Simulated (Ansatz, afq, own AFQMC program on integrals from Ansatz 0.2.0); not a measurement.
**AlSiH₂ (quartet): AFQMC on the coupled-cluster ladder, cc-pVTZ**

How near does AFQMC come to the top of the ladder for AlSiH₂ (quartet)?

The runs use Ansatz 0.2.0, Gaussian basis, and an in-house AFQMC program (afq) on its integrals; all values are calculated; cc-pVTZ, frozen cores.

The runs, in order: PBE (unrestricted); CCSD(T) on UHF; r2SCAN (unrestricted); PBE0 (unrestricted); B3LYP (unrestricted); wB97M-V (unrestricted); B2PLYP (unrestricted); CCSDT(Q) on UHF; CCSD(T) on UHF; CCSD(T) on UHF; Phaseless AFQMC, CISD trial on UHF; Phaseless AFQMC, single-determinant trial on UHF; Free-projection AFQMC, CISD trial on UHF.

### Step 1. The geometry

The geometry is a PBE0/def2-TZVP stationary point (not a proven minimum) of the parent state, kept for this charge and spin.

4 atoms, charge 0, spin multiplicity 4.

Atoms are counted from 1 here; the program's logs count them from 0.

Bond lengths: Si1–Al2 2.453 Å, Al2–H3 1.595 Å, Al2–H4 1.595 Å. Angles: Si1–Al2–H3 120.0°, Si1–Al2–H4 120.0°, H3–Al2–H4 119.9°.

### Step 2. PBE (unrestricted)

in.yaml reads:

```yaml
crystal:
  periodic: [false, false, false]
  atoms:
    - {symbol: Si, position_ang: [0.000000, 0.000000, 1.274311]}
    - {symbol: Al, position_ang: [0.000000, 0.000000, -1.178752]}
    - {symbol: H, position_ang: [0.000000, -1.380606, -1.976865]}
    - {symbol: H, position_ang: [0.000000, 1.380606, -1.976865]}
basis:
  gaussian: {orbitals: cc-pVTZ}
magnetization: {spin_polarized: true, initial_magnetization: 3}
hamiltonian: {xc: {name: PBE}}
output: {orbitals: {seedname: orbitals}}
```

Started as:

```
$ ansatz run in.yaml --threads 1 --pin off --events-out ev --progress --plain --max-ram 5632MiB --backend cpu
```

Log:

```text
Functional definition: PBE
  name "PBE"
  cite "Perdew, Burke & Ernzerhof, Phys. Rev. Lett. 77, 3865 (1996) doi:10.1103/PhysRevLett.77.3865"
  parent pbe
  parameter kappa = 0.804
  parameter beta = 0.06672455060314922
  exchange = pbe_x(kappa = kappa, mu = beta*pi^2/3)
  correlation = pbe_c(beta = beta)
668 factors; their error is unknown
mean field evaluation 1: about -14495.1651 eV, gradient 1.1e1 eV
mean field evaluation 2: about -14494.9889 eV, gradient 9.8e0 eV
mean field evaluation 4: about -14496.2041 eV, gradient 6.5e-1 eV
mean field evaluation 8: about -14496.1804 eV, gradient 9.6e-2 eV
mean field evaluation 16: about -14496.1805 eV, gradient 3.8e-5 eV
mean field -14496.18046644 eV, -532.7248062777 hartree, gradient 3.8e-5 eV, S^2 3.750991; 0 other end points of the search recorded, 0 dependent functions left out
reference -14496.18050654 eV, -532.7248077514 hartree; 16, 13 occupied and 80, 83 virtual orbitals, 668 factors
Total energy: -14496.18050654 eV, -532.7248077514 hartree
```

It took 1.8 s on 1 thread of AMD EPYC 7R13 (Zen 3), shared host; peak memory 1.8 GiB.

From the report: ⟨S²⟩ of the determinant 3.751 (pure quartet: 3.75).

### Step 3. CCSD(T) on UHF

in.yaml, as its differences from that of step 2:

```diff
@@ -10,3 +10,2 @@
 magnetization: {spin_polarized: true, initial_magnetization: 3}
-hamiltonian: {xc: {name: PBE}}
-output: {orbitals: {seedname: orbitals}}
+correlation: {method: ccsd_t, electrons: outside_noble_gas, hamiltonian_folder: ham}
```

Started as:

```
$ ansatz run in.yaml --threads 1 --pin off --events-out ev --progress --plain --max-ram 16896MiB --backend cuda --devices 0, --max-vram 18GiB
```

Log (excerpt; [...] marks lines left out):

```text
Functional definition: HF
  name "HF"
  cite "Fock, Z. Phys. 61, 126 (1930) doi:10.1007/BF01340294"
  parent pbe
[...]
579 factors; integrals over basis functions are off by at most 1.1e-3 eV
[...]
mean field -14475.03426588 eV, -531.9476977404 hartree, gradient 3.0e-6 eV, S^2 3.753700; 1 other end points of the search recorded, 0 dependent functions left out
determinant -14475.03426588 eV, -531.9476977404 hartree, with singles and doubles -14479.93022293 eV, -532.1276208436 hartree
determinant -14472.09661883 eV, -531.8397412026 hartree, with singles and doubles -14477.00733467 eV, -532.0202066812 hartree
10 core orbitals not correlated: weight in the atoms' cores, before any rotation towards them, 1.000 or more for the frozen orbitals, at most 0.000 for the correlated occupied ones
reference -14475.03426588 eV, -531.9476977404 hartree; 6, 3 occupied and 80, 83 virtual orbitals, 579 factors
second order -3.89823044 eV of doubles, -0.00000000 eV of singles
cycle   1  -4.78300835 eV  change   -3.0e-1 eV  update   2.1e-2
[...]
cycle   9  -4.79759723 eV  change    4.1e-6 eV  update   8.9e-6
perturbative correction -0.18787769 eV, -0.0069043779 hartree
Total energy: -14480.01974081 eV, -532.1309105647 hartree
```

It took 5.5 s on 1 × NVIDIA H100 80GB HBM3 with 1 thread of AMD EPYC 7R13 (Zen 3), shared host; peak host memory 1.8 GiB.

From the report: ⟨S²⟩ of the determinant 3.754 (pure quartet: 3.75); correlation -4.9855 eV; T1 0.027; largest double amplitude 0.05.

This run also writes the integrals to the folder ham.

### Step 4. r2SCAN (unrestricted)

in.yaml, as its differences from that of step 3:

```diff
@@ -10,2 +10,2 @@
 magnetization: {spin_polarized: true, initial_magnetization: 3}
-correlation: {method: ccsd_t, electrons: outside_noble_gas, hamiltonian_folder: ham}
+hamiltonian: {xc: {name: r2SCAN}}
```

Started as:

```
$ ansatz run in.yaml --threads 1 --pin off --events-out ev --progress --plain --max-ram 5632MiB --backend cpu
```

Log:

```text
Functional definition: r2SCAN
  name "r2SCAN"
  cite "Furness, Kaplan, Ning, Perdew & Sun, J. Phys. Chem. Lett. 11, 8208 (2020) doi:10.1021/acs.jpclett.0c02405"
  cite "Furness, Kaplan, Ning, Perdew & Sun, J. Phys. Chem. Lett. 11, 9248 (2020) doi:10.1021/acs.jpclett.0c03077"
  parent r2scan
  parameter k0 = 0.174
  parameter k1 = 0.065
  parameter a1 = 4.9479
  exchange = r2scan_x(k0 = k0, k1 = k1, a1 = a1)
  correlation = r2scan_c
668 factors; their error is unknown
mean field evaluation 1: about -14501.9170 eV, gradient 8.9e0 eV
mean field evaluation 2: about -14502.0173 eV, gradient 7.0e0 eV
mean field evaluation 4: about -14502.6533 eV, gradient 5.0e-1 eV
mean field evaluation 8: about -14502.6316 eV, gradient 8.6e-2 eV
mean field evaluation 16: about -14502.6317 eV, gradient 2.6e-5 eV
mean field -14502.63167065 eV, -532.9618836594 hartree, gradient 3.2e-5 eV, S^2 3.751843; 0 other end points of the search recorded, 0 dependent functions left out
reference -14502.63168607 eV, -532.9618842264 hartree; 16, 13 occupied and 80, 83 virtual orbitals, 668 factors
Total energy: -14502.63168607 eV, -532.9618842264 hartree
```

Run time: 4 s. Hardware: 1 thread of AMD EPYC 7R13 (Zen 3), shared host; peak memory 1.8 GiB.

From the report: ⟨S²⟩ of the determinant 3.752 (pure quartet: 3.75).

### Step 5. PBE0 (unrestricted)

in.yaml, as its differences from that of step 4:

```diff
@@ -10,2 +10,3 @@
 magnetization: {spin_polarized: true, initial_magnetization: 3}
-hamiltonian: {xc: {name: r2SCAN}}
+hamiltonian: {xc: {name: PBE0}}
+output: {orbitals: {seedname: orbitals}}
```

The command is unchanged.

Log:

```text
Functional definition: PBE0
  name "PBE0"
  cite "Adamo & Barone, J. Chem. Phys. 110, 6158 (1999) doi:10.1063/1.478522"
  cite "Perdew, Burke & Ernzerhof, Phys. Rev. Lett. 77, 3865 (1996) doi:10.1103/PhysRevLett.77.3865"
  parent pbe
  parameter a = 0.25
  parameter kappa = 0.804
  parameter beta = 0.06672455060314922
  exchange = (1 - a)*pbe_x(kappa = kappa, mu = beta*pi^2/3) + a*exact_x
  correlation = pbe_c(beta = beta)
689 factors; their error is unknown
mean field evaluation 1: about -14497.0659 eV, gradient 7.2e0 eV
mean field evaluation 2: about -14497.3704 eV, gradient 3.9e0 eV
mean field evaluation 4: about -14497.5604 eV, gradient 3.2e-1 eV
mean field evaluation 8: about -14497.6143 eV, gradient 2.2e-2 eV
mean field -14497.61429737 eV, -532.7774985923 hartree, gradient 7.1e-5 eV, S^2 3.751302; 0 other end points of the search recorded, 0 dependent functions left out
reference -14497.61432774 eV, -532.7774997086 hartree; 16, 13 occupied and 80, 83 virtual orbitals, 689 factors
Total energy: -14497.61432774 eV, -532.7774997086 hartree
```

It took 1.6 s on 1 thread of AMD EPYC 7R13 (Zen 3), shared host; peak memory 1.8 GiB.

From the report: ⟨S²⟩ of the determinant 3.751 (pure quartet: 3.75).

### Step 6. B3LYP (unrestricted)

in.yaml, as its differences from that of step 5:

```diff
@@ -10,3 +10,2 @@
 magnetization: {spin_polarized: true, initial_magnetization: 3}
-hamiltonian: {xc: {name: PBE0}}
-output: {orbitals: {seedname: orbitals}}
+hamiltonian: {xc: {name: B3LYP}}
```

Launched as before.

Log:

```text
Functional definition: B3LYP
  name "B3LYP"
  cite "Stephens, Devlin, Chabalowski & Frisch, J. Phys. Chem. 98, 11623 (1994) doi:10.1021/j100096a001"
  cite "Becke, Phys. Rev. A 38, 3098 (1988) doi:10.1103/PhysRevA.38.3098"
  cite "Lee, Yang & Parr, Phys. Rev. B 37, 785 (1988) doi:10.1103/PhysRevB.37.785"
  cite "Vosko, Wilk & Nusair, Can. J. Phys. 58, 1200 (1980) doi:10.1139/p80-159"
  parameter a0 = 0.2
  parameter ax = 0.72
  parameter ac = 0.81
  exchange = (1 - a0 - ax)*slater_x + ax*b88_x + a0*exact_x
  correlation = (1 - ac)*vwn_rpa_c + ac*lyp_c
689 factors; their error is unknown
mean field evaluation 1: about -14504.5227 eV, gradient 8.3e0 eV
mean field evaluation 2: about -14504.8894 eV, gradient 4.5e0 eV
mean field evaluation 4: about -14505.1255 eV, gradient 3.5e-1 eV
mean field evaluation 8: about -14505.1634 eV, gradient 1.6e-2 eV
mean field -14505.16341782 eV, -533.0549236519 hartree, gradient 3.5e-5 eV, S^2 3.751210; 0 other end points of the search recorded, 0 dependent functions left out
reference -14505.16364678 eV, -533.0549320661 hartree; 16, 13 occupied and 80, 83 virtual orbitals, 689 factors
Total energy: -14505.16364678 eV, -533.0549320661 hartree
```

Wall time 1.6 s (1 thread of AMD EPYC 7R13 (Zen 3), shared host); peak memory 1.8 GiB.

From the report: ⟨S²⟩ of the determinant 3.751 (pure quartet: 3.75).

### Step 7. wB97M-V (unrestricted)

in.yaml, as its differences from that of step 6:

```diff
@@ -10,2 +10,3 @@
 magnetization: {spin_polarized: true, initial_magnetization: 3}
-hamiltonian: {xc: {name: B3LYP}}
+hamiltonian: {xc: {name: wB97M-V}}
+output: {orbitals: {seedname: orbitals}}
```

The command is unchanged.

Log (excerpt; [...] marks lines left out):

```text
Functional definition: wB97M-V
  name "wB97M-V"
  cite "Mardirossian & Head-Gordon, J. Chem. Phys. 144, 214110 (2016) doi:10.1063/1.4952647"
  cite "Becke, J. Chem. Phys. 107, 8554 (1997) doi:10.1063/1.475007"
  cite "Vydrov & Van Voorhis, J. Chem. Phys. 133, 244103 (2010) doi:10.1063/1.3521275"
  # Of w^i u^j: cxij and so on, Table III.
[...]
  gx(w, u) = 1 - cx + cx01*u + cx10*w
  gss(w, u) = css00 + css04*u^4 + css10*w + css20*w^2 + css43*w^4*u^3
  gos(w, u) = cos00 + cos10*w + (cos20 + cos21*u)*w^2 + (cos60 + cos61*u)*w^6
[...]
      + integral(e_c_pw_mod_opposite_spin*gos(b97_w_opposite, b97_u_opposite)) + vv10(b, c)
677 factors; their error is unknown
157 factors; integrals over basis functions are off by at most 9.3e-5 eV
[...]
mean field -14502.68499333 eV, -532.9638432319 hartree, gradient 5.9e-5 eV, S^2 3.751224; 0 other end points of the search recorded, 0 dependent functions left out
reference -14502.68503598 eV, -532.9638447993 hartree; 16, 13 occupied and 80, 83 virtual orbitals, 677 factors
Total energy: -14502.68503598 eV, -532.9638447993 hartree
```

Run time: 7 s. Hardware: 1 thread of AMD EPYC 7R13 (Zen 3), shared host; peak memory 1.8 GiB.

From the report: ⟨S²⟩ of the determinant 3.751 (pure quartet: 3.75).

### Step 8. B2PLYP (unrestricted)

in.yaml, as its differences from that of step 7:

```diff
@@ -10,3 +10,3 @@
 magnetization: {spin_polarized: true, initial_magnetization: 3}
-hamiltonian: {xc: {name: wB97M-V}}
-output: {orbitals: {seedname: orbitals}}
+hamiltonian: {xc: {name: B2PLYP}}
+correlation: {electrons: outside_noble_gas}
```

Same command.

Log (excerpt; [...] marks lines left out):

```text
Functional definition: B2PLYP
  name "B2PLYP"
  cite "Grimme, J. Chem. Phys. 124, 034108 (2006) doi:10.1063/1.2148954"
  cite "Becke, Phys. Rev. A 38, 3098 (1988) doi:10.1103/PhysRevA.38.3098"
  cite "Lee, Yang & Parr, Phys. Rev. B 37, 785 (1988) doi:10.1103/PhysRevB.37.785"
[...]
579 factors; integrals over basis functions are off by at most 1.1e-3 eV
[...]
mean field -14496.10057717 eV, -532.7218704012 hartree, gradient 3.1e-6 eV, S^2 3.752301; 0 other end points of the search recorded, 0 dependent functions left out
10 core orbitals not correlated: weight in the atoms' cores, before any rotation towards them, 1.000 or more for the frozen orbitals, at most 0.000 for the correlated occupied ones
reference -14496.10072327 eV, -532.7218757701 hartree; 6, 3 occupied and 80, 83 virtual orbitals, 579 factors
second order -5.04051493 eV of doubles, -0.00000000 eV of singles
Total energy: -14497.46166230 eV, -532.7718893571 hartree
```

Run time: 2.8 s. Hardware: 1 thread of AMD EPYC 7R13 (Zen 3), shared host; peak memory 1.8 GiB.

From the report: ⟨S²⟩ of the determinant 3.752 (pure quartet: 3.75).

### Step 9. CCSDT(Q) on UHF

in.yaml, as its differences from that of step 8:

```diff
@@ -10,3 +10,2 @@
 magnetization: {spin_polarized: true, initial_magnetization: 3}
-hamiltonian: {xc: {name: B2PLYP}}
-correlation: {electrons: outside_noble_gas}
+correlation: {method: ccsdt_q, electrons: outside_noble_gas}
```

Started as:

```
$ ansatz run in.yaml --threads 1 --pin off --events-out ev --progress --plain --max-ram 16896MiB --backend cuda --devices 0, --max-vram 18GiB
```

Log (excerpt; [...] marks lines left out):

```text
Functional definition: HF
  name "HF"
  cite "Fock, Z. Phys. 61, 126 (1930) doi:10.1007/BF01340294"
  parent pbe
[...]
1160 factors; integrals over basis functions are off by at most 2.0e-7 eV
[...]
mean field -14475.03427170 eV, -531.9476979542 hartree, gradient 1.7e-6 eV, S^2 3.753700; 1 other end points of the search recorded, 0 dependent functions left out
determinant -14475.03427170 eV, -531.9476979542 hartree, with singles and doubles -14479.93023934 eV, -532.1276214466 hartree
determinant -14472.09663361 eV, -531.8397417459 hartree, with singles and doubles -14477.00735735 eV, -532.0202075146 hartree
10 core orbitals not correlated: weight in the atoms' cores, before any rotation towards them, 1.000 or more for the frozen orbitals, at most 0.000 for the correlated occupied ones
reference -14475.03427170 eV, -531.9476979542 hartree; 6, 3 occupied and 80, 83 virtual orbitals, 1160 factors
second order -3.89824569 eV of doubles, -0.00000000 eV of singles
cycle   1  -4.52116557 eV  change   -6.2e-1 eV  update   8.1e-2
[...]
cycle  16  -5.02619167 eV  change    8.2e-7 eV  update   5.4e-7
perturbative correction -0.00985220 eV, -0.0003620617 hartree
Total energy: -14480.07031557 eV, -532.1327691529 hartree
```

It took 14 s on 1 × NVIDIA H100 80GB HBM3 with 1 thread of AMD EPYC 7R13 (Zen 3), shared host; peak host memory 1.8 GiB.

From the report: ⟨S²⟩ of the determinant 3.754 (pure quartet: 3.75); correlation -5.0360 eV; T1 0.030; largest double amplitude 0.07.

(Part 1 of 2 ends here.)
